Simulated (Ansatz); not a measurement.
Input file:

```yaml
crystal:
  periodic: [false, false, false]
  atoms:
    - {symbol: Si, position_ang: [0.000000, -0.037914, 0.642718]}
    - {symbol: N, position_ang: [0.000000, 0.145497, -1.378167]}
    - {symbol: H, position_ang: [0.000000, -1.607796, 1.710608]}
    - {symbol: H, position_ang: [0.000000, 1.534590, 1.675348]}
    - {symbol: H, position_ang: [0.000000, -0.892222, -2.143303]}
basis:
  gaussian: {orbitals: STO-3G}
correlation: {active_space: {window: {electrons: 14, orbitals: 8}, fixed_orbitals: true}}
```

```sh
$ ansatz run in.yaml --threads 1 --pin off --events-out ev --progress --plain --max-ram 2393MiB
```

Output:

```
195 factors; integrals over basis functions are off by at most 4.5e-5 eV
mean field evaluation 1: about -9264.9585 eV, gradient 3.7e1 eV
mean field evaluation 2: about -9264.9763 eV, gradient 3.7e1 eV
mean field evaluation 4: about -9270.9523 eV, gradient 3.2e0 eV
mean field evaluation 8: about -9271.1676 eV, gradient 2.9e-1 eV
mean field -9271.16361530 eV, -340.7089786420 hartree, gradient 7.0e-6 eV, S^2 0.000000; 0 other end points of the search recorded, 0 dependent functions left out
reference -9271.16361530 eV, -340.7089786420 hartree; 12, 12 occupied and 5, 5 virtual orbitals, 195 factors
state -9271.69317659 eV, -340.7284396605 hartree
Total energy: -9271.69317659 eV, -340.7284396605 hartree
```

Ran on 1 thread of Intel Xeon Platinum 8488C, shared host: 0.09 s wall, 0.17 GiB peak host memory.
